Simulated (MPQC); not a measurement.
**CH6N+ (SMILES C[NH3+]): levels of theory compared**

Aim: a comparison of 4 runs (HF/def2-SVP, HF/6-311+G**, PBE0/def2-SVP, MP2/pcseg-1) of CH6N+. 

Program for the calculation: MPQC 2.3.1.

## 1. The structure to begin with

CH6N+: 8 atoms, total charge +1, spin state singlet. SMILES: `C[NH3+]`. The shape is that of a PBE0-D4/def2-TZVP optimisation.

Bond lengths: C1–N2 1.497 Å, C1–H3 1.087 Å, C1–H4 1.088 Å, C1–H5 1.087 Å, N2–H6 1.023 Å, N2–H7 1.023 Å, N2–H8 1.023 Å. Some angles: C1–N2–H6 111.4°, C1–N2–H7 111.4°, C1–N2–H8 111.4°, N2–C1–H3 108.5°, N2–C1–H4 108.5°, N2–C1–H5 108.5°, H6–N2–H7 107.4°, H6–N2–H8 107.4°, H7–N2–H8 107.4°, H3–C1–H4 110.4°.

## 2. Energy and gradient at HF/def2-SVP (run 1)

run.in

```
% emacs should use -*- KeyVal -*- mode
molecule<Molecule>: (
  symmetry = c1
  unit = angstrom
  { atoms geometry } = {
    C  [ -0.225100     0.293000    -0.663400 ]
    N  [ 0.218700    -0.284600     0.644500 ]
    H  [ -0.041000    -0.440800    -1.444600 ]
    H  [ -1.286800     0.519400    -0.597800 ]
    H  [ 0.345600     1.199300    -0.851500 ]
    H  [ 0.065500     0.371300     1.413900 ]
    H  [ 1.214900    -0.515300     0.632300 ]
    H  [ -0.291800    -1.142300     0.866700 ]
  }
)
basis<GaussianBasisSet>: (
  name = "def2-SVP"
  molecule = $:molecule
  basisdir = "."
  puream = yes
)
mpqc: (
  checkpoint = no
  savestate = no
  restart = no
  do_energy = yes
  do_gradient = yes
  optimize = no
  mole<CLHF>: (
    molecule = $:molecule
    basis = $:basis
    total_charge = 1
    memory = 1000000000
    print_evals = yes
    print_npa = yes
    maxiter = 120
    value_accuracy = 1e-08
    guess_wavefunction<ExtendedHuckelWfn>: (
      molecule = $:molecule
      total_charge = 1
      multiplicity = 1
      basis<GaussianBasisSet>: (
        name = "STO-3G"
        molecule = $:molecule
      )
    )
  )
)
```

The basis set def2-SVP is read from a file made from the Basis Set Exchange's data (not shown).

Run with:

```console
$ mpqc run.in > run.out
```

Output:

```text
MPQC: Massively Parallel Quantum Chemistry
[...]
  CLSCF::init: total charge = 1
[...]
  nbasis = 58
[...]
  iter     1 energy =  -94.7888354786 delta = 8.58226e-02
[...]
  LUMO is    10   A =  -0.068805
  total scf energy =  -95.5113173414
[...]
Value of the MolecularEnergy:  -95.5113173414
  Gradient of the MolecularEnergy:
      1    0.0007112811
      2   -0.0007452900
      3    0.0017990008
      4   -0.0013262883
      5    0.0016239684
      6   -0.0036772102
      7    0.0001881208
      8   -0.0009409026
      9   -0.0012319169
     10   -0.0015605173
     11    0.0003761916
     12   -0.0000677738
[...]
      symmetry = c1
[...]
```

It took 4.5 s on 1 thread of AMD EPYC 7B13 (Zen 3), shared host; peak memory 0.23 GiB.

## 3. Energy and forces at HF/6-311+G(d,p) (run 2)

mol.in

```
molecule<Molecule>: (
   symmetry = c1
   unit = bohr
   { atoms geometry } = {
      C  [ -0.42537735     0.55368975    -1.25364431 ]
      N  [ 0.41328310    -0.53781606     1.21792849 ]
      H  [ -0.07747877    -0.83299128    -2.72989836 ]
      H  [ -2.43169958     0.98152375    -1.12967828 ]
      H  [ 0.65308935     2.26634854    -1.60910180 ]
      H  [ 0.12377706     0.70165531     2.67188377 ]
      H  [ 2.29582827    -0.97377587     1.19487383 ]
      H  [ -0.55142208    -2.15863415     1.63782563 ]
   }
)
basis<GaussianBasisSet>: (
   name = "6-311+G**"
   molecule = $:molecule
   basisdir = "."
   puream = yes
)
mpqc: (
   checkpoint = no
   savestate = no
   restart = no
   do_energy = yes
   do_gradient = yes
   optimize = no
   mole<CLHF>: (
      molecule = $:molecule
      basis = $:basis
      total_charge = 1
      memory = 1000000000
      print_evals = yes
      print_npa = yes
      maxiter = 120
      value_accuracy = 1e-08
      guess_wavefunction<CLHF>: (
         molecule = $:molecule
         total_charge = 1
         memory = 1000000000
         value_accuracy = 1e-3
         basis<GaussianBasisSet>: (
            name = "3-21G"
            molecule = $:molecule
         )
      )
   )
)
```

The basis set 6-311+G** is read from a file made from the Basis Set Exchange's data (not shown).

Run with:

```console
$ mpqc -o mol.out mol.in
```

Output:

```text
MPQC: Massively Parallel Quantum Chemistry
[...]
  LUMO is    10   A =  -0.118067
  total scf energy =  -95.6083979148
[...]
Value of the MolecularEnergy:  -95.6083979148
  Gradient of the MolecularEnergy:
      1    0.0030912348
      2   -0.0038510910
      3    0.0088274043
      4   -0.0042606651
      5    0.0054459654
      6   -0.0123327037
      7    0.0008038265
      8   -0.0036488504
      9   -0.0045257299
     10   -0.0057492180
     11    0.0013727755
     12   -0.0000943171
[...]
      symmetry = c1
[...]
```

It took 20 s on 1 thread of AMD EPYC 7B13 (Zen 3), shared host; peak memory 0.52 GiB.

Run 3 isn't shown in full; the table further down has it.

## 4. Energy and forces at MP2/pcseg-1 (run 4)

input.in

```
% CH6N
molecule<Molecule>: (
    symmetry = c1
    unit = bohr
    { atoms geometry } = {
        C  [ -0.42537735 0.55368975 -1.25364431 ]
        N  [ 0.41328310 -0.53781606 1.21792849 ]
        H  [ -0.07747877 -0.83299128 -2.72989836 ]
        H  [ -2.43169958 0.98152375 -1.12967828 ]
        H  [ 0.65308935 2.26634854 -1.60910180 ]
        H  [ 0.12377706 0.70165531 2.67188377 ]
        H  [ 2.29582827 -0.97377587 1.19487383 ]
        H  [ -0.55142208 -2.15863415 1.63782563 ]
    }
)
basis<GaussianBasisSet>: (
    name = "pcseg-1"
    molecule = $:molecule
    basisdir = "."
    puream = yes
)
mpqc: (
    checkpoint = no
    savestate = no
    restart = no
    do_energy = yes
    do_gradient = yes
    optimize = no
    mole<MBPT2>: (
        molecule = $:molecule
        basis = $:basis
        memory = 1000000000
        method = mp
        nfzc = 2
        reference<CLHF>: (
            molecule = $:molecule
            basis = $:basis
            total_charge = 1
            memory = 1000000000
            print_evals = yes
            maxiter = 120
            value_accuracy = 1e-08
            guess_wavefunction<CLHF>: (
                molecule = $:molecule
                total_charge = 1
                memory = 1000000000
                value_accuracy = 1e-3
                basis<GaussianBasisSet>: (
                    name = "STO-3G"
                    molecule = $:molecule
                )
            )
        )
    )
)
```

The basis set pcseg-1 is read from a file made from the Basis Set Exchange's data (not shown).

Run with:

```console
$ mpqc -o input.out input.in
```

Output:

```text
MPQC: Massively Parallel Quantum Chemistry
[...]
  LUMO is    10   A =  -0.080777
  total scf energy =  -95.5523613028
[...]
  MP2 correlation energy [au]:         -0.325047353539
  MP2 energy [au]:                    -95.877408656376
[...]
Value of the MolecularEnergy:  -95.8774086564
  Gradient of the MolecularEnergy:
      1    0.0013901261
      2   -0.0016364035
      3    0.0038112822
      4    0.0015359761
      5   -0.0020949265
      6    0.0047459021
      7   -0.0003663955
      8    0.0006905054
      9   -0.0004360555
     10    0.0001744828
     11    0.0002433667
     12   -0.0008282100
[...]
        symmetry = c1
[...]
```

Run time: 11 s. Hardware: 1 thread of AMD EPYC 7B13 (Zen 3), shared host; peak memory 0.33 GiB.

## 5. All runs side by side

```tsv
run	level	starting guess	integration grid	energy (Eh)	HOMO energy (eV)	LUMO energy (eV)	HOMO–LUMO gap (eV)	wall time
1	HF/def2-SVP	huckel STO-3G	–	-95.511317	-21.32	-1.87	19.45	4.5 s
2	HF/6-311+G**	3-21G	–	-95.608398	-21.27	-3.21	18.05	20 s
3	PBE0/def2-SVP	huckel STO-3G	xfine	-96.027938	-17.35	-4.94	12.42	38 s
4	MP2/pcseg-1	STO-3G	–	-95.877409	-21.35	-2.20	19.15	11 s
```

## 6. Summary of results

| quantity | value |
| --- | --- |
| run 4: total energy | -95.87741 Eh |
| run 4: HOMO energy (Hartree–Fock orbitals) | -21.35 eV |
| run 4: LUMO energy (Hartree–Fock orbitals) | -2.20 eV |
| run 4: HOMO–LUMO gap (Hartree–Fock orbitals) | 19.15 eV |
| run 4: correlation energy (2 core orbitals frozen) | -325.0 mEh |
| run 4: largest force on an atom | 0.278 eV/Å |

In words: Over runs 1, 2, 3 the HOMO–LUMO gap runs from 12.42 eV (PBE0/def2-SVP) to 19.45 eV (HF/def2-SVP). Exact exchange widens orbital gaps. All runs together took 73 s, the longest 38 s.
